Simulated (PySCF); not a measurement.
Gas-phase reaction: 3 NH₂ + C₃H₆ (propylene) = 3 CH₂NH + 3 H

Energies from PySCF, thermal terms from the rigid-rotor harmonic-oscillator model, ideal gas at 1 bar. † marks an energy on the PBE0/def2-TZVP geometry and frequencies; other levels use their own. MP2 freezes the core. 6-31G* has spherical d functions here. Open shells (unrestricted): NH₂ (multiplicity 2), H (multiplicity 2); the rest are closed-shell singlets. B3LYP is the form with VWN-RPA correlation. CH₂NH: computed as isolated molecules; such fragments, hydroxides, amides, oligomers or adducts are transient or little studied in the gas. MP2 isn't extrapolated to the basis-set limit; its ΔH°(298 K) is 249.8 kJ in def2-SVP and 283.2 kJ in def2-TZVPP. The harmonic model lacks anharmonicity and excited electronic states, which grow with temperature; levels with a mode under 35 cm⁻¹ are left out. Internal rotation in C₃H₆ (propylene) is treated as a harmonic vibration of one conformer, which makes the entropy rough.

```
level               ΔE electronic, kJ  ΔH°(298 K), kJ  ΔS°(298 K), J/K  ΔG°(1200 K), kJ
------------------  -----------------  --------------  ---------------  ---------------
B3LYP/6-31G*                      374             336              176              113
HF/6-31G*                         430             391              178              166
HF/def2-TZVP†                     442             403              177              180
MP2/def2-SVP†                     288             250              177               27
PBE/def2-TZVP†                    336             298              177               75
PBE0/def2-QZVP†                   396             358              177              135
ωB97M-V/def2-TZVP†                370             331              177              108
```
ΔH° is lowest at MP2/def2-SVP† and highest at HF/def2-TZVP†. No reference value is set beside these.
